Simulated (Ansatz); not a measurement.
**Structure relaxation of Zn₃As**

Level of theory: DFT PBE, scalar-relativistic, plane waves, PAW (Ansatz 0.2.0). Cutoff 420 eV, Γ-centred k mesh, Gaussian smearing, no spin polarisation in the final step.

The start puts Zn₃As on the sites of a reported Cu3Pd cell (P4/mmm, No. 123), with As in place of Pd, Zn in place of Cu, at a guessed volume.

```xyz
4
Lattice="3.9338 0.0000 0.0000 0.0000 3.9338 0.0000 0.0000 0.0000 3.8933" Properties=species:S:1:pos:R:3 pbc="T T T"
Zn    0.0000    1.9669    1.9467
Zn    1.9669    0.0000    1.9467
Zn    1.9669    1.9669    0.0000
As    0.0000    0.0000    0.0000
```

Cell and atoms relax at zero pressure; the relaxation can't lower the symmetry of the start. After a coarse first stage the cell is made exact in the group found at 0.06 Å.

The zero of energy is the elements' standard structures at the same level; no fitted shifts are applied.

(1) Describe the relaxed structure.

(2) What are its volume, energy, density and gap?

Results:

(1) It ends in Pm-3m (No. 221). The result has the Cu3Au (L1_2) structure. Conventional cell: a = 4.057 Å. Around Zn lie 4 As at 2.87 Å and 8 Zn at 2.87 Å; around As lie 12 Zn at 2.87 Å.

```cif
data_structure
_symmetry_space_group_name_H-M 'Pm-3m'
_symmetry_Int_Tables_number 221
_cell_length_a 4.0568
_cell_length_b 4.0568
_cell_length_c 4.0568
_cell_angle_alpha 90.000
_cell_angle_beta 90.000
_cell_angle_gamma 90.000
_cell_volume 66.76
loop_
_atom_site_label
_atom_site_type_symbol
_atom_site_symmetry_multiplicity
_atom_site_Wyckoff_symbol
_atom_site_fract_x
_atom_site_fract_y
_atom_site_fract_z
_atom_site_occupancy
Zn1 Zn 3 c 0.00000 0.50000 0.50000 1
As1 As 1 a 0.00000 0.00000 0.00000 1
```

(2) The volume per atom is 16.69 Å³, the density is 6.74 g/cm³ and the energy over the elements is 0.12 eV/atom. The gap on the 12×12×12 mesh is 0 eV (a metal).

The final run used a 12×12×12 mesh on its 4-atom cell and 0.10 eV smearing. For metals, differences of a few meV/atom aren't resolved. A structure relaxed within its symmetry needn't be a true minimum.

Cost: 3 runs of about 0.72 core-minutes in all, on Arm Neoverse V2 (shared hosts).